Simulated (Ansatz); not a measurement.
**H3O (doublet): wB97M-V, B2PLYP, RPA-PBE over a scan of the distance H1–H2 along a hydrogen transfer, cc-pVDZ**

Aim: run H3O (doublet) with these functionals over a scan of the distance H1–H2 along a hydrogen transfer, and hold them against the top wave-function level at the same points.

Program: Ansatz 0.2.0, Gaussian basis. Level of theory: cc-pVDZ, all electrons in the functionals, frozen cores in the correlation of double hybrids and RPA. These are calculated values, not measurements.

To be run: wB97M-V, B2PLYP, RPA-PBE, at 0.745 Å; 0.817 Å; 0.962 Å; 1.106 Å; 1.251 Å.

## 1. What is computed

The geometry derives from fragments relaxed apart (PBE0/def2-TZVP) and kept rigid, so it is no stationary point. A hydrogen atom is moved between rigid fragments.

4 atoms, charge 0, spin multiplicity 2.

Atoms are counted from 1 here; the program's logs count them from 0.

Bond lengths: H1–H2 0.745 Å, O3–H4 0.973 Å.

No dispersion term is added; wB97M-V holds VV10 nonlocal correlation.

The geometry shown and the zero of energy belong to the point 0.745 Å. The yardstick, UCCSDTQ, and other wave-function levels (R restricted, U unrestricted, valence and pair active spaces) come from earlier runs.

## 2. wB97M-V, 0.745 Å

Input file in.yaml:

```yaml
crystal:
  periodic: [false, false, false]
  atoms:
    - {symbol: H, position_ang: [-2.056341, 0.049803, 0.000000]}
    - {symbol: H, position_ang: [-1.311341, 0.049803, 0.000000]}
    - {symbol: O, position_ang: [0.184659, 0.049803, 0.000000]}
    - {symbol: H, position_ang: [0.436518, -0.890147, 0.000000]}
basis:
  gaussian: {orbitals: cc-pVDZ}
magnetization: {spin_polarized: true, initial_magnetization: 1}
hamiltonian: {xc: {name: wB97M-V}}
output: {orbitals: {seedname: orbitals}}
```

Run with:

```bash
ansatz run in.yaml --threads 1 --pin off --events-out ev --progress --plain --max-ram 2816MiB --backend cpu
```

Output (excerpt; [...] marks lines left out):

```text
Functional definition: wB97M-V
  name "wB97M-V"
  cite "Mardirossian & Head-Gordon, J. Chem. Phys. 144, 214110 (2016) doi:10.1063/1.4952647"
  cite "Becke, J. Chem. Phys. 107, 8554 (1997) doi:10.1063/1.475007"
  cite "Vydrov & Van Voorhis, J. Chem. Phys. 133, 244103 (2010) doi:10.1063/1.3521275"
  # Of w^i u^j: cxij and so on, Table III.
[...]
  gx(w, u) = 1 - cx + cx01*u + cx10*w
  gss(w, u) = css00 + css04*u^4 + css10*w + css20*w^2 + css43*w^4*u^3
  gos(w, u) = cos00 + cos10*w + (cos20 + cos21*u)*w^2 + (cos60 + cos61*u)*w^6
[...]
      + integral(e_c_pw_mod_opposite_spin*gos(b97_w_opposite, b97_u_opposite)) + vv10(b, c)
257 factors; integrals over basis functions are off by at most 1.5e-3 eV
85 factors; integrals over basis functions are off by at most 1.3e-5 eV
[...]
mean field -2091.29244200 eV, -76.8535797147 hartree, gradient 1.2e-5 eV, S^2 0.754362; 1 other end points of the search recorded, 0 dependent functions left out
reference -2091.29246549 eV, -76.8535805779 hartree; 6, 5 occupied and 23, 24 virtual orbitals, 257 factors
Total energy: -2091.29246549 eV, -76.8535805779 hartree
```

It took 1.4 s on 1 thread of AMD EPYC 7R13, shared host.

From the report: ⟨S²⟩ of the determinant 0.754 (pure doublet: 0.75).

## 3. wB97M-V, 0.817 Å

Input file in.yaml:

```yaml
crystal:
  periodic: [false, false, false]
  atoms:
    - {symbol: H, position_ang: [-2.060156, 0.049803, 0.000000]}
    - {symbol: H, position_ang: [-1.243156, 0.049803, 0.000000]}
    - {symbol: O, position_ang: [0.180844, 0.049803, 0.000000]}
    - {symbol: H, position_ang: [0.432703, -0.890147, 0.000000]}
basis:
  gaussian: {orbitals: cc-pVDZ}
magnetization: {spin_polarized: true, initial_magnetization: 1}
hamiltonian: {xc: {name: wB97M-V}}
output: {orbitals: {seedname: orbitals}}
```

Same command.

Output (excerpt; [...] marks lines left out):

```text
Functional definition: wB97M-V
  name "wB97M-V"
  cite "Mardirossian & Head-Gordon, J. Chem. Phys. 144, 214110 (2016) doi:10.1063/1.4952647"
  cite "Becke, J. Chem. Phys. 107, 8554 (1997) doi:10.1063/1.475007"
  cite "Vydrov & Van Voorhis, J. Chem. Phys. 133, 244103 (2010) doi:10.1063/1.3521275"
  # Of w^i u^j: cxij and so on, Table III.
[...]
  gx(w, u) = 1 - cx + cx01*u + cx10*w
  gss(w, u) = css00 + css04*u^4 + css10*w + css20*w^2 + css43*w^4*u^3
  gos(w, u) = cos00 + cos10*w + (cos20 + cos21*u)*w^2 + (cos60 + cos61*u)*w^6
[...]
      + integral(e_c_pw_mod_opposite_spin*gos(b97_w_opposite, b97_u_opposite)) + vv10(b, c)
259 factors; integrals over basis functions are off by at most 1.5e-3 eV
85 factors; integrals over basis functions are off by at most 1.4e-5 eV
[...]
mean field -2091.31636366 eV, -76.8544588194 hartree, gradient 2.0e-5 eV, S^2 0.756541; 1 other end points of the search recorded, 0 dependent functions left out
reference -2091.31638725 eV, -76.8544596864 hartree; 6, 5 occupied and 23, 24 virtual orbitals, 259 factors
Total energy: -2091.31638725 eV, -76.8544596864 hartree
```

It took 2.5 s on 1 thread of AMD EPYC 7R13, shared host.

From the report: ⟨S²⟩ of the determinant 0.757 (pure doublet: 0.75).

From 0.745 Å: -0.6 kcal/mol.

## 4. wB97M-V, 0.962 Å

Input file in.yaml:

```yaml
crystal:
  periodic: [false, false, false]
  atoms:
    - {symbol: H, position_ang: [-2.067838, 0.049803, 0.000000]}
    - {symbol: H, position_ang: [-1.105838, 0.049803, 0.000000]}
    - {symbol: O, position_ang: [0.173162, 0.049803, 0.000000]}
    - {symbol: H, position_ang: [0.425020, -0.890147, 0.000000]}
basis:
  gaussian: {orbitals: cc-pVDZ}
magnetization: {spin_polarized: true, initial_magnetization: 1}
hamiltonian: {xc: {name: wB97M-V}}
output: {orbitals: {seedname: orbitals}}
```

Same command.

Output (excerpt; [...] marks lines left out):

```text
Functional definition: wB97M-V
  name "wB97M-V"
  cite "Mardirossian & Head-Gordon, J. Chem. Phys. 144, 214110 (2016) doi:10.1063/1.4952647"
  cite "Becke, J. Chem. Phys. 107, 8554 (1997) doi:10.1063/1.475007"
  cite "Vydrov & Van Voorhis, J. Chem. Phys. 133, 244103 (2010) doi:10.1063/1.3521275"
  # Of w^i u^j: cxij and so on, Table III.
[...]
  gx(w, u) = 1 - cx + cx01*u + cx10*w
  gss(w, u) = css00 + css04*u^4 + css10*w + css20*w^2 + css43*w^4*u^3
  gos(w, u) = cos00 + cos10*w + (cos20 + cos21*u)*w^2 + (cos60 + cos61*u)*w^6
[...]
      + integral(e_c_pw_mod_opposite_spin*gos(b97_w_opposite, b97_u_opposite)) + vv10(b, c)
258 factors; integrals over basis functions are off by at most 1.5e-3 eV
85 factors; integrals over basis functions are off by at most 1.6e-5 eV
[...]
mean field -2091.28873760 eV, -76.8534435803 hartree, gradient 2.3e-5 eV, S^2 0.761416; 1 other end points of the search recorded, 0 dependent functions left out
reference -2091.28876125 eV, -76.8534444495 hartree; 6, 5 occupied and 23, 24 virtual orbitals, 258 factors
Total energy: -2091.28876125 eV, -76.8534444495 hartree
```

Wall time 1.2 s (1 thread of AMD EPYC 7R13, shared host).

From the report: ⟨S²⟩ of the determinant 0.761 (pure doublet: 0.75).

From 0.745 Å: +0.1 kcal/mol.

## 5. wB97M-V, 1.106 Å

Input file in.yaml:

```yaml
crystal:
  periodic: [false, false, false]
  atoms:
    - {symbol: H, position_ang: [-2.075468, 0.049803, 0.000000]}
    - {symbol: H, position_ang: [-0.969468, 0.049803, 0.000000]}
    - {symbol: O, position_ang: [0.165532, 0.049803, 0.000000]}
    - {symbol: H, position_ang: [0.417391, -0.890147, 0.000000]}
basis:
  gaussian: {orbitals: cc-pVDZ}
magnetization: {spin_polarized: true, initial_magnetization: 1}
hamiltonian: {xc: {name: wB97M-V}}
output: {orbitals: {seedname: orbitals}}
```

The command is unchanged.

Output (excerpt; [...] marks lines left out):

```text
Functional definition: wB97M-V
  name "wB97M-V"
  cite "Mardirossian & Head-Gordon, J. Chem. Phys. 144, 214110 (2016) doi:10.1063/1.4952647"
  cite "Becke, J. Chem. Phys. 107, 8554 (1997) doi:10.1063/1.475007"
  cite "Vydrov & Van Voorhis, J. Chem. Phys. 133, 244103 (2010) doi:10.1063/1.3521275"
  # Of w^i u^j: cxij and so on, Table III.
[...]
  gx(w, u) = 1 - cx + cx01*u + cx10*w
  gss(w, u) = css00 + css04*u^4 + css10*w + css20*w^2 + css43*w^4*u^3
  gos(w, u) = cos00 + cos10*w + (cos20 + cos21*u)*w^2 + (cos60 + cos61*u)*w^6
[...]
      + integral(e_c_pw_mod_opposite_spin*gos(b97_w_opposite, b97_u_opposite)) + vv10(b, c)
260 factors; integrals over basis functions are off by at most 1.4e-3 eV
85 factors; integrals over basis functions are off by at most 1.9e-5 eV
[...]
mean field -2091.51171566 eV, -76.8616378731 hartree, gradient 3.0e-5 eV, S^2 0.757535; 0 other end points of the search recorded, 0 dependent functions left out
reference -2091.51173920 eV, -76.8616387379 hartree; 6, 5 occupied and 23, 24 virtual orbitals, 260 factors
Total energy: -2091.51173920 eV, -76.8616387379 hartree
```

Wall time 1.4 s (1 thread of AMD EPYC 7R13, shared host).

From the report: ⟨S²⟩ of the determinant 0.758 (pure doublet: 0.75).

From 0.745 Å: -5.1 kcal/mol.

## 6. wB97M-V, 1.251 Å

Input file in.yaml:

```yaml
crystal:
  periodic: [false, false, false]
  atoms:
    - {symbol: H, position_ang: [-2.083151, 0.049803, 0.000000]}
    - {symbol: H, position_ang: [-0.832151, 0.049803, 0.000000]}
    - {symbol: O, position_ang: [0.157849, 0.049803, 0.000000]}
    - {symbol: H, position_ang: [0.409708, -0.890147, 0.000000]}
basis:
  gaussian: {orbitals: cc-pVDZ}
magnetization: {spin_polarized: true, initial_magnetization: 1}
hamiltonian: {xc: {name: wB97M-V}}
output: {orbitals: {seedname: orbitals}}
```

The command is unchanged.

Output (excerpt; [...] marks lines left out):

```text
Functional definition: wB97M-V
  name "wB97M-V"
  cite "Mardirossian & Head-Gordon, J. Chem. Phys. 144, 214110 (2016) doi:10.1063/1.4952647"
  cite "Becke, J. Chem. Phys. 107, 8554 (1997) doi:10.1063/1.475007"
  cite "Vydrov & Van Voorhis, J. Chem. Phys. 133, 244103 (2010) doi:10.1063/1.3521275"
  # Of w^i u^j: cxij and so on, Table III.
[...]
  gx(w, u) = 1 - cx + cx01*u + cx10*w
  gss(w, u) = css00 + css04*u^4 + css10*w + css20*w^2 + css43*w^4*u^3
  gos(w, u) = cos00 + cos10*w + (cos20 + cos21*u)*w^2 + (cos60 + cos61*u)*w^6
[...]
      + integral(e_c_pw_mod_opposite_spin*gos(b97_w_opposite, b97_u_opposite)) + vv10(b, c)
259 factors; integrals over basis functions are off by at most 1.5e-3 eV
85 factors; integrals over basis functions are off by at most 1.5e-5 eV
[...]
mean field -2091.79396834 eV, -76.8720104676 hartree, gradient 2.8e-5 eV, S^2 0.752277; 0 other end points of the search recorded, 0 dependent functions left out
reference -2091.79399171 eV, -76.8720113265 hartree; 6, 5 occupied and 23, 24 virtual orbitals, 259 factors
Total energy: -2091.79399171 eV, -76.8720113265 hartree
```

Wall time 1.1 s (1 thread of AMD EPYC 7R13, shared host).

From the report: ⟨S²⟩ of the determinant 0.752 (pure doublet: 0.75).

From 0.745 Å: -11.6 kcal/mol.

## 7. B2PLYP, 0.745 Å

Input file in.yaml:

```yaml
crystal:
  periodic: [false, false, false]
  atoms:
    - {symbol: H, position_ang: [-2.056341, 0.049803, 0.000000]}
    - {symbol: H, position_ang: [-1.311341, 0.049803, 0.000000]}
    - {symbol: O, position_ang: [0.184659, 0.049803, 0.000000]}
    - {symbol: H, position_ang: [0.436518, -0.890147, 0.000000]}
basis:
  gaussian: {orbitals: cc-pVDZ}
magnetization: {spin_polarized: true, initial_magnetization: 1}
hamiltonian: {xc: {name: B2PLYP}}
correlation: {electrons: outside_noble_gas}
```

Same command.

Output (excerpt; [...] marks lines left out):

```text
Functional definition: B2PLYP
  name "B2PLYP"
  cite "Grimme, J. Chem. Phys. 124, 034108 (2006) doi:10.1063/1.2148954"
  cite "Becke, Phys. Rev. A 38, 3098 (1988) doi:10.1103/PhysRevA.38.3098"
  cite "Lee, Yang & Parr, Phys. Rev. B 37, 785 (1988) doi:10.1103/PhysRevB.37.785"
[...]
257 factors; integrals over basis functions are off by at most 1.5e-3 eV
[...]
mean field -2088.86127525 eV, -76.7642359845 hartree, gradient 5.6e-6 eV, S^2 0.758157; 2 other end points of the search recorded, 0 dependent functions left out
1 core orbitals not correlated: weight in the atoms' cores, before any rotation towards them, 1.000 or more for the frozen orbitals, at most 0.000 for the correlated occupied ones
reference -2088.86135963 eV, -76.7642390852 hartree; 5, 4 occupied and 23, 24 virtual orbitals, 257 factors
second order -6.09733492 eV of doubles, -0.00000000 eV of singles
Total energy: -2090.50764005 eV, -76.8247387750 hartree
```

Wall time 0.61 s (1 thread of AMD EPYC 7R13, shared host).

From the report: ⟨S²⟩ of the determinant 0.758 (pure doublet: 0.75).

## 8. B2PLYP, 0.817 Å

Input file in.yaml:

```yaml
crystal:
  periodic: [false, false, false]
  atoms:
    - {symbol: H, position_ang: [-2.060156, 0.049803, 0.000000]}
    - {symbol: H, position_ang: [-1.243156, 0.049803, 0.000000]}
    - {symbol: O, position_ang: [0.180844, 0.049803, 0.000000]}
    - {symbol: H, position_ang: [0.432703, -0.890147, 0.000000]}
basis:
  gaussian: {orbitals: cc-pVDZ}
magnetization: {spin_polarized: true, initial_magnetization: 1}
hamiltonian: {xc: {name: B2PLYP}}
correlation: {electrons: outside_noble_gas}
```

The command is unchanged.

Output (excerpt; [...] marks lines left out):

```text
Functional definition: B2PLYP
  name "B2PLYP"
  cite "Grimme, J. Chem. Phys. 124, 034108 (2006) doi:10.1063/1.2148954"
  cite "Becke, Phys. Rev. A 38, 3098 (1988) doi:10.1103/PhysRevA.38.3098"
  cite "Lee, Yang & Parr, Phys. Rev. B 37, 785 (1988) doi:10.1103/PhysRevB.37.785"
[...]
259 factors; integrals over basis functions are off by at most 1.5e-3 eV
[...]
mean field -2088.82475521 eV, -76.7628938978 hartree, gradient 6.5e-6 eV, S^2 0.763345; 2 other end points of the search recorded, 0 dependent functions left out
1 core orbitals not correlated: weight in the atoms' cores, before any rotation towards them, 1.000 or more for the frozen orbitals, at most 0.000 for the correlated occupied ones
reference -2088.82484224 eV, -76.7628970960 hartree; 5, 4 occupied and 23, 24 virtual orbitals, 259 factors
second order -6.27497593 eV of doubles, -0.00000000 eV of singles
Total energy: -2090.51908574 eV, -76.8251593962 hartree
```

Wall time 1.2 s (1 thread of AMD EPYC 7R13, shared host).

From the report: ⟨S²⟩ of the determinant 0.763 (pure doublet: 0.75).

From 0.745 Å: -0.3 kcal/mol.

(Part 1 of 2 ends here.)
